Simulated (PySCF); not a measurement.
## Identify the compound

Molecular formula: C4H7N. Simulated spectra:

¹H NMR (500 MHz, computed): δ 7.68 (q, 1H), 7.27 (m, 1H), 4.35 (m, 1H), 4.14 (m, 1H), 2.04 (d, 3H).

¹³C{¹H} NMR (computed): δ 161.6 (CH), 149.4 (CH), 97.1 (CH2), 19.0 (CH3).

No solvent model, non-relativistic, a single conformation, one averaged value for each set of equivalent atoms. Structure optimised with GFN2-xTB; NMR shieldings at PBE0/pcSseg-1/GIAO; PySCF 2.14.0 with density-fitted response routines.

δ = σ(ref) − σ, references computed at the same level: ¹H (31.72 ppm) and ¹³C (186.93 ppm) vs TMS.

Question: Which of these isomers gave the spectra?
A. N[C@@H]1C=CC1
B. C1=CCNC1
C. C=C/N=C\C
D. C=C1C[C@@H]1N

Answer: C. 

- The formula gives 2 degrees of unsaturation (no ring in the answer).
- 4 carbon signals for 4 carbons: no two carbons are equivalent.
- Carbon types of the structure: 2 × CH, 1 × CH2, 1 × CH3, which accounts for all hydrogens.
- δC 161.6: C=N carbon.
- δC 149.4: alkene CH; the olefinic region.
- δC 97.1: terminal =CH2 carbon.
- δC 19.0: methyl carbon; aliphatic region, no heteroatom directly attached.
- δH 7.27: hydrogen on an alkene CH; attached to an sp2 carbon and in the plane of the double bond.

The others: N[C@@H]1C=CC1 has carbons computed at 149.8, 145.5, 59.0, 47.4, with a different DEPT pattern; C=C1C[C@@H]1N has carbons computed at 145.5, 110.6, 31.1, 16.3, with a different DEPT pattern; C1=CCNC1 would give 2 carbon signals, not 4.

Shifts are as computed. Against solution values, carbons near 30 ppm lie about +3 ppm off and those near 130 ppm about +5 ppm. Of 1313 compounds with measured shifts, 239 miss one by over three times the rms of a fit or turn the order of signals round; such compounds aren't used in these exercises. No couplings were computed; multiplicities are counted from neighbouring protons, with m where these are inequivalent, close in shift, in a saturated or five-membered ring or joined by F or P, and br s for small geminal =CH2 splittings.
